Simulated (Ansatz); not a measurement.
fcc Rh, relaxed in Ansatz (plane waves) with several semilocal functionals. Each gives its own volume and its own bulk modulus:

```csv
level,V0 (Å³/atom),bulk modulus (GPa),ln V0,ln B0
PBEsol-D3(BJ),13.171,318.9,2.5780,5.7649
PBEsol,13.501,295.3,2.6028,5.6880
r²SCAN+rVV10,13.583,293.0,2.6088,5.6802
PBE-D4,13.594,286.7,2.6096,5.6584
PBE-D3(BJ),13.645,281.2,2.6134,5.6391
rVV10,14.447,242.3,2.6705,5.4902
```

Problem. Fit a straight line to ln B0 against ln V0. What does it predict for r²SCAN-D4, whose volume is 13.592 Å³/atom?

Solution. With x = ln V0 and y = ln B0: means 2.61385 and 5.65347; Σ(Δx Δy) = -0.01378, Σ(Δx²) = 0.004660, so the slope is -2.96. At x = 2.6095 the line gives y = 5.65347 + (-2.96) × (2.6095 − 2.61385) = 5.6663, or 289.0 GPa. The run with r²SCAN-D4 gives 291.4 GPa, +0.8 % from the line. The rows used scatter about it by up to 1.6 %, while the largest value lies 32 % above the smallest.

Measured: 271 GPa (measured, corrected for temperature and zero-point phonon effects, our sources range from 271 to 289; as tabulated in Levämäki et al. (2014), arXiv:1402.3671).

The crystal itself was run without spin with PBEsol-D3(BJ), PBEsol, r²SCAN+rVV10, r²SCAN-D4, PBE-D4, PBE-D3(BJ), rVV10; a magnetic state was not tried in these runs.

Ansatz's density-functional and Hartree–Fock values are scalar-relativistic unless marked +SOC, with PAW data made under PBE.

Ansatz is a quantum-chemistry and plane-wave program.
